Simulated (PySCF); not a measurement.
SiH and its ions

PBE; basis Si def2-SVPD, H def2-SVPD; no relativity; PySCF 2.14. Neutral (UKS): doublet (π ↑), Re = 1.553 Å, ωe = 1951 cm⁻¹, De = 3.10 eV, HOMO -4.43 eV, LUMO -4.14 eV.

SiH⁻ (UKS): triplet (π ↑↑), Re = 1.583 Å, ωe = 1757 cm⁻¹. The energies at the minima are -289.73783 hartree for SiH and -289.77203 for SiH⁻.

(1) Work out the adiabatic electron affinity, without and with harmonic zero-point energies (1 hartree = 27.2114 eV, 1 eV = 8065.5 cm⁻¹), and the change of the bond length.

The highest Kohn–Sham level is positive in this anion. Much of that is self-interaction error, but it also means that the finite basis helps to hold the extra electron. States were picked by a PBE0 search and need not be the measured ground states.

Answers

(1) At PBE: 0.03420 hartree = 0.931 eV between the minima; the zero-point term (1951.0 − 1757.0)/2 cm⁻¹ = +0.012 eV makes it 0.943 eV. Re changes by +3.0 pm against the neutral. The electron enters a π orbital, which is non-bonding in a hydride.
